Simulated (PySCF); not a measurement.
## From a log to its input

A PySCF 2.14 run on the atoms B 0 0 0; F 0 0 1.48 (angstrom) printed this (some set-up lines and the per-cycle HOMO/LUMO lines with their warnings removed):

```
PySCF version 2.14.0

[INPUT] verbose = 4
[INPUT] num. atoms = 2
[INPUT] num. electrons = 14
[INPUT] charge = 0
[INPUT] spin (= nelec alpha-beta = 2S) = 0
[INPUT] symmetry True subgroup None
[INPUT] Mole.unit = angstrom

nuclear repulsion = 16.0898476293243
point group symmetry = Coov
symmetry origin: [0.         0.         1.79793943]
symmetry axis x: [1. 0. 0.]
symmetry axis y: [0. 1. 0.]
symmetry axis z: [0. 0. 1.]
num. orbitals of irrep A1 = 16
num. orbitals of irrep E1x = 8
num. orbitals of irrep E1y = 8
num. orbitals of irrep E2x = 2
num. orbitals of irrep E2y = 2
number of shells = 16
number of NR pGTOs = 62
number of NR cGTOs = 36
basis = 6-31+g*
ecp = {}

******** <class 'pyscf.dft.rks_symm.SymAdaptedRKS'> ********
method = SymAdaptedRKS
initial guess = minao
damping factor = 0
level_shift factor = 0
DIIS = <class 'pyscf.scf.diis.CDIIS'>
diis_start_cycle = 1
diis_space = 8
diis_damp = 0
SCF conv_tol = 1e-09
SCF conv_tol_grad = None
SCF max_cycles = 50
direct_scf = True
direct_scf_tol = 1e-13
XC library pyscf.dft.libxc version 7.0.0
    S. Lehtola, C. Steigemann, M. J.T. Oliveira, and M. A.L. Marques.,  SoftwareX 7, 1–5 (2018)
XC functionals = m06l
    Y. Zhao and D. G. Truhlar.,  J. Chem. Phys. 125, 194101 (2006)
    Y. Zhao and D. G. Truhlar.,  J. Chem. Phys. 125, 194101 (2006)
    Y. Zhao and D. G. Truhlar.,  Theor. Chem. Acc. 120, 215 (2008)
radial grids:
    Treutler-Ahlrichs [JCP 102, 346 (1995); DOI:10.1063/1.469408] (M4) radial grids

becke partition: Becke, JCP 88, 2547 (1988); DOI:10.1063/1.454033
pruning grids: <function nwchem_prune>
grids dens level: 3
symmetrized grids: True
atomic radii adjust function: <function treutler_atomic_radii_adjust>
small_rho_cutoff = 0
Freeze 0 electrons in irreps []
    14 free electrons in irreps A1 E1x E1y E2x E2y
Set gradient conv threshold to 3.16228e-05
Initial guess from minao.
tot grids = 28312
init E= -124.554845232906
cycle= 1 E= -124.577945838397  delta_E= -0.0231  |g|= 0.469  |ddm|= 1.04
cycle= 2 E= -124.181819173127  delta_E= 0.396  |g|= 1.55  |ddm|= 0.989
cycle= 3 E= -124.619913833298  delta_E= -0.438  |g|= 0.0217  |ddm|= 0.767
cycle= 4 E= -124.620039232073  delta_E= -0.000125  |g|= 0.0134  |ddm|= 0.0521
cycle= 5 E= -124.620091344154  delta_E= -5.21e-05  |g|= 0.00152  |ddm|= 0.0187
cycle= 6 E= -124.620091840472  delta_E= -4.96e-07  |g|= 0.000449  |ddm|= 0.0016
cycle= 7 E= -124.6200918914  delta_E= -5.09e-08  |g|= 4.19e-05  |ddm|= 0.000406
cycle= 8 E= -124.620091891805  delta_E= -4.04e-10  |g|= 3.82e-06  |ddm|= 7.3e-05
Extra cycle  E= -124.620091891801  delta_E= 3.55e-12  |g|= 6.14e-06  |ddm|= 6.45e-06
converged SCF energy = -124.620091891801
Create scanner for <class 'pyscf.grad.rks.Gradients'>
Create scanner for <class 'pyscf.dft.rks_symm.SymAdaptedRKS'>
input.py

Current date and time:

#|     Arguments passed to driver run_optimizer():      |#
customengine              <pyscf.geomopt.geometric_solver.PySCFEngine object>
logIni                    <dir>
maxiter                   30
----------------------------------------------------------
Custom engine selected.
Bonds will be generated from interatomic distances less than 1.20 times sum of covalent radii
6 internal coordinates being used (instead of 6 Cartesians)
Internal coordinate system (atoms numbered from 1):
Distance 1-2
Translation-X 1-2
Translation-Y 1-2
Translation-Z 1-2
Rotation-A 1-2
Rotation-B 1-2
Rotation-C 1-2
<class 'geometric.internal.Distance'> : 1
<class 'geometric.internal.TranslationX'> : 1
<class 'geometric.internal.TranslationY'> : 1
<class 'geometric.internal.TranslationZ'> : 1
<class 'geometric.internal.RotationA'> : 1
<class 'geometric.internal.RotationB'> : 1
<class 'geometric.internal.RotationC'> : 1
> ===== Optimization Info: ====
> Job type: Energy minimization
> Maximum number of optimization cycles: 30
> Initial / maximum trust radius (Angstrom): 0.100 / 0.300
> Convergence Criteria:
> Will converge when all 5 criteria are reached:
>  |Delta-E| < 1.00e-06
>  RMS-Grad  < 3.00e-04
>  Max-Grad  < 4.50e-04
>  RMS-Disp  < 1.20e-03
>  Max-Disp  < 1.80e-03
> === End Optimization Info ===

Geometry optimization cycle 1
Cartesian coordinates (Angstrom)
 Atom        New coordinates             dX        dY        dZ
   B   0.000000   0.000000   0.000000    0.000000  0.000000  0.000000
   F   0.000000   0.000000   1.480000    0.000000  0.000000  0.000000

WARN: Mole.unit (angstrom) is changed to Bohr

New geometry
   1 B      0.000000000000   0.000000000000   0.000000000000 AA    0.000000000000   0.000000000000   0.000000000000 Bohr
   2 F      0.000000000000   0.000000000000   1.480000000000 AA    0.000000000000   0.000000000000   2.796794664356 Bohr

******** <class 'pyscf.scf.hf.SymAdaptedRKS_Scanner'> ********
method = SymAdaptedRKS_Scanner
initial guess = minao
damping factor = 0
level_shift factor = 0
DIIS = <class 'pyscf.scf.diis.CDIIS'>
diis_start_cycle = 1
diis_space = 8
diis_damp = 0
SCF conv_tol = 1e-09
SCF conv_tol_grad = None
SCF max_cycles = 50
direct_scf = True
direct_scf_tol = 1e-13
XC library pyscf.dft.libxc version 7.0.0
    S. Lehtola, C. Steigemann, M. J.T. Oliveira, and M. A.L. Marques.,  SoftwareX 7, 1–5 (2018)
XC functionals = m06l
    Y. Zhao and D. G. Truhlar.,  J. Chem. Phys. 125, 194101 (2006)
    Y. Zhao and D. G. Truhlar.,  J. Chem. Phys. 125, 194101 (2006)
    Y. Zhao and D. G. Truhlar.,  Theor. Chem. Acc. 120, 215 (2008)
radial grids:
    Treutler-Ahlrichs [JCP 102, 346 (1995); DOI:10.1063/1.469408] (M4) radial grids

becke partition: Becke, JCP 88, 2547 (1988); DOI:10.1063/1.454033
pruning grids: <function nwchem_prune>
grids dens level: 3
symmetrized grids: True
atomic radii adjust function: <function treutler_atomic_radii_adjust>
small_rho_cutoff = 0
Freeze 0 electrons in irreps []
    14 free electrons in irreps A1 E1x E1y E2x E2y
Set gradient conv threshold to 3.16228e-05
tot grids = 28312
init E= -124.620091891801
cycle= 1 E= -124.620091891775  delta_E= 2.65e-11  |g|= 1.36e-05  |ddm|= 9.36e-06
Extra cycle  E= -124.620091891627  delta_E= 1.47e-10  |g|= 3.15e-05  |ddm|= 2.31e-05
converged SCF energy = -124.620091891627

******** <class 'pyscf.grad.rhf.Gradients_Scanner'> for <class 'pyscf.scf.hf.SymAdaptedRKS_Scanner'> ********
unit = Eh/Bohr
grid_response = True
--------------- SymAdaptedRKS_Scanner gradients ---------------
         x                y                z
0 B     0.0000000000     0.0000000000    -0.0946893627
1 F     0.0000000000     0.0000000000     0.0946893627
----------------------------------------------
cycle 1: E = -124.620091892  dE = -124.62  norm(grad) = 0.133911
Step    0 : Gradient = 9.469e-02/9.469e-02 (rms/max) Energy = -124.6200918916
Hessian Eigenvalues: 5.00000e-02 5.00000e-02 5.00000e-02 ... 5.00000e-02 5.00000e-02 3.45696e-01

Geometry optimization cycle 2
Cartesian coordinates (Angstrom)
 Atom        New coordinates             dX        dY        dZ
   B   0.000000   0.000000   0.072473    0.000000  0.000000  0.072473
   F   0.000000   0.000000   1.407527    0.000000  0.000000 -0.072473
New geometry
   1 B      0.000000000000   0.000000000000   0.072473334372 AA    0.000000000000   0.000000000000   0.136954753298 Bohr
   2 F      0.000000000000   0.000000000000   1.407526665627 AA    0.000000000000   0.000000000000   2.659839911058 Bohr

******** <class 'pyscf.scf.hf.SymAdaptedRKS_Scanner'> ********
method = SymAdaptedRKS_Scanner
initial guess = minao
damping factor = 0
level_shift factor = 0
DIIS = <class 'pyscf.scf.diis.CDIIS'>
diis_start_cycle = 1
diis_space = 8
diis_damp = 0
SCF conv_tol = 1e-09
SCF conv_tol_grad = None
SCF max_cycles = 50
direct_scf = True
direct_scf_tol = 1e-13
XC library pyscf.dft.libxc version 7.0.0
    S. Lehtola, C. Steigemann, M. J.T. Oliveira, and M. A.L. Marques.,  SoftwareX 7, 1–5 (2018)
XC functionals = m06l
    Y. Zhao and D. G. Truhlar.,  J. Chem. Phys. 125, 194101 (2006)
    Y. Zhao and D. G. Truhlar.,  J. Chem. Phys. 125, 194101 (2006)
    Y. Zhao and D. G. Truhlar.,  Theor. Chem. Acc. 120, 215 (2008)
radial grids:
    Treutler-Ahlrichs [JCP 102, 346 (1995); DOI:10.1063/1.469408] (M4) radial grids

becke partition: Becke, JCP 88, 2547 (1988); DOI:10.1063/1.454033
pruning grids: <function nwchem_prune>
grids dens level: 3
symmetrized grids: True
atomic radii adjust function: <function treutler_atomic_radii_adjust>
small_rho_cutoff = 0
Freeze 0 electrons in irreps []
    14 free electrons in irreps A1 E1x E1y E2x E2y
Set gradient conv threshold to 3.16228e-05
tot grids = 28312
init E= -124.713321220509
cycle= 1 E= -124.63513442594  delta_E= 0.0782  |g|= 0.154  |ddm|= 0.287
[part of the log left out]
method = SymAdaptedRKS_Scanner
initial guess = minao
damping factor = 0
level_shift factor = 0
DIIS = <class 'pyscf.scf.diis.CDIIS'>
diis_start_cycle = 1
diis_space = 8
diis_damp = 0
SCF conv_tol = 1e-09
SCF conv_tol_grad = None
SCF max_cycles = 50
direct_scf = True
direct_scf_tol = 1e-13
XC library pyscf.dft.libxc version 7.0.0
    S. Lehtola, C. Steigemann, M. J.T. Oliveira, and M. A.L. Marques.,  SoftwareX 7, 1–5 (2018)
XC functionals = m06l
    Y. Zhao and D. G. Truhlar.,  J. Chem. Phys. 125, 194101 (2006)
    Y. Zhao and D. G. Truhlar.,  J. Chem. Phys. 125, 194101 (2006)
    Y. Zhao and D. G. Truhlar.,  Theor. Chem. Acc. 120, 215 (2008)
radial grids:
    Treutler-Ahlrichs [JCP 102, 346 (1995); DOI:10.1063/1.469408] (M4) radial grids

becke partition: Becke, JCP 88, 2547 (1988); DOI:10.1063/1.454033
pruning grids: <function nwchem_prune>
grids dens level: 3
symmetrized grids: True
atomic radii adjust function: <function treutler_atomic_radii_adjust>
small_rho_cutoff = 0
Freeze 0 electrons in irreps []
    14 free electrons in irreps A1 E1x E1y E2x E2y
Set gradient conv threshold to 3.16228e-05
tot grids = 28312
init E= -124.641100277993
cycle= 1 E= -124.64314133702  delta_E= -0.00204  |g|= 0.00432  |ddm|= 0.0094
cycle= 2 E= -124.643132035883  delta_E= 9.3e-06  |g|= 0.00872  |ddm|= 0.00841
cycle= 3 E= -124.643145278414  delta_E= -1.32e-05  |g|= 0.000342  |ddm|= 0.00435
cycle= 4 E= -124.6431453083  delta_E= -2.99e-08  |g|= 3.28e-05  |ddm|= 0.000454
cycle= 5 E= -124.643145308504  delta_E= -2.04e-10  |g|= 3.23e-06  |ddm|= 5.6e-05
Extra cycle  E= -124.6431453085  delta_E= 4.66e-12  |g|= 6.25e-06  |ddm|= 5.13e-06
converged SCF energy = -124.6431453085

******** <class 'pyscf.grad.rhf.Gradients_Scanner'> for <class 'pyscf.scf.hf.SymAdaptedRKS_Scanner'> ********
unit = Eh/Bohr
grid_response = True
--------------- SymAdaptedRKS_Scanner gradients ---------------
         x                y                z
0 B     0.0000000000     0.0000000000     0.0008645625
1 F     0.0000000000     0.0000000000    -0.0008645625
----------------------------------------------
cycle 5: E = -124.643145308  dE = -1.53648e-05  norm(grad) = 0.00122268
Step    4 : Displace = 1.669e-03/1.669e-03 (rms/max) Trust = 4.460e-02 (+) Grad = 8.646e-04/8.646e-04 (rms/max) E (change) = -124.6431453085 (-1.536e-05) Quality = 1.213
Hessian Eigenvalues: 5.00000e-02 5.00000e-02 5.00000e-02 ... 5.00000e-02 5.00000e-02 4.99683e-01

Geometry optimization cycle 6
Cartesian coordinates (Angstrom)
 Atom        New coordinates             dX        dY        dZ
   B   0.000000   0.000000   0.101882    0.000000  0.000000 -0.000458
   F   0.000000   0.000000   1.378118    0.000000  0.000000  0.000458
New geometry
   1 B      0.000000000000   0.000000000000   0.101882130769 AA    0.000000000000   0.000000000000   0.192529324141 Bohr
   2 F      0.000000000000   0.000000000000   1.378117869231 AA    0.000000000000   0.000000000000   2.604265340216 Bohr

******** <class 'pyscf.scf.hf.SymAdaptedRKS_Scanner'> ********
method = SymAdaptedRKS_Scanner
initial guess = minao
damping factor = 0
level_shift factor = 0
DIIS = <class 'pyscf.scf.diis.CDIIS'>
diis_start_cycle = 1
diis_space = 8
diis_damp = 0
SCF conv_tol = 1e-09
SCF conv_tol_grad = None
SCF max_cycles = 50
direct_scf = True
direct_scf_tol = 1e-13
XC library pyscf.dft.libxc version 7.0.0
    S. Lehtola, C. Steigemann, M. J.T. Oliveira, and M. A.L. Marques.,  SoftwareX 7, 1–5 (2018)
XC functionals = m06l
    Y. Zhao and D. G. Truhlar.,  J. Chem. Phys. 125, 194101 (2006)
    Y. Zhao and D. G. Truhlar.,  J. Chem. Phys. 125, 194101 (2006)
    Y. Zhao and D. G. Truhlar.,  Theor. Chem. Acc. 120, 215 (2008)
radial grids:
    Treutler-Ahlrichs [JCP 102, 346 (1995); DOI:10.1063/1.469408] (M4) radial grids

becke partition: Becke, JCP 88, 2547 (1988); DOI:10.1063/1.454033
pruning grids: <function nwchem_prune>
grids dens level: 3
symmetrized grids: True
atomic radii adjust function: <function treutler_atomic_radii_adjust>
small_rho_cutoff = 0
Freeze 0 electrons in irreps []
    14 free electrons in irreps A1 E1x E1y E2x E2y
Set gradient conv threshold to 3.16228e-05
tot grids = 28312
init E= -124.64258732414
cycle= 1 E= -124.643145765905  delta_E= -0.000558  |g|= 0.00119  |ddm|= 0.00257
cycle= 2 E= -124.643145057707  delta_E= 7.08e-07  |g|= 0.00241  |ddm|= 0.00232
cycle= 3 E= -124.643146065565  delta_E= -1.01e-06  |g|= 9.42e-05  |ddm|= 0.0012
cycle= 4 E= -124.64314606784  delta_E= -2.27e-09  |g|= 8.95e-06  |ddm|= 0.000125
cycle= 5 E= -124.643146067855  delta_E= -1.52e-11  |g|= 8.64e-07  |ddm|= 1.54e-05
Extra cycle  E= -124.643146067855  delta_E= 3.98e-13  |g|= 1.66e-06  |ddm|= 1.37e-06
converged SCF energy = -124.643146067855

******** <class 'pyscf.grad.rhf.Gradients_Scanner'> for <class 'pyscf.scf.hf.SymAdaptedRKS_Scanner'> ********
unit = Eh/Bohr
grid_response = True
--------------- SymAdaptedRKS_Scanner gradients ---------------
         x                y                z
0 B     0.0000000000     0.0000000000     0.0000130633
1 F     0.0000000000     0.0000000000    -0.0000130633
----------------------------------------------
cycle 6: E = -124.643146068  dE = -7.59355e-07  norm(grad) = 1.84743e-05
Step    5 : Displace = 4.578e-04/4.578e-04 (rms/max) Trust = 6.307e-02 (+) Grad = 1.306e-05/1.306e-05 (rms/max) E (change) = -124.6431460679 (-7.594e-07) Quality = 1.015
Hessian Eigenvalues: 5.00000e-02 5.00000e-02 5.00000e-02 ... 5.00000e-02 5.00000e-02 4.99683e-01
Converged! =D

    #| If this code has benefited your research, please support us by citing: |#
    #| Wang, L.-P.; Song, C.C. (2016) "Geometry optimization made simple with |#
    #| translation and rotation coordinates", J. Chem, Phys. 144, 214108.     |#
    #|                                     |#
optimised geometry (angstrom)
B           0.00000000        0.00000000        0.10188213
F           0.00000000        0.00000000        1.37811787
orbital energies (hartree): [-0.4164 -0.4164 -0.28   -0.0949 -0.0949  0.0154]
```

Write the input that gave this log.

The input was:

```python
from pyscf import gto, dft
from pyscf.geomopt.geometric_solver import optimize

mol = gto.M(
    atom='B 0 0 0; F 0 0 1.48',
    basis='6-31+g*',
    charge=0,
    spin=0,
    symmetry=True,
    verbose=4,
)
mf = dft.RKS(mol, xc='m06l')
mf.kernel()
g = mf.nuc_grad_method()
g.grid_response = True
mol_eq = optimize(g.as_scanner(), maxsteps=30)
print('optimised geometry (angstrom)')
print(mol_eq.tostring('raw'))
print('orbital energies (hartree):', mf.mo_energy[..., max(0, mol.nelec[1]-3):mol.nelec[0]+3].round(4))
```

The last line lists the levels of the start geometry. Stability towards an unrestricted solution was not tested.
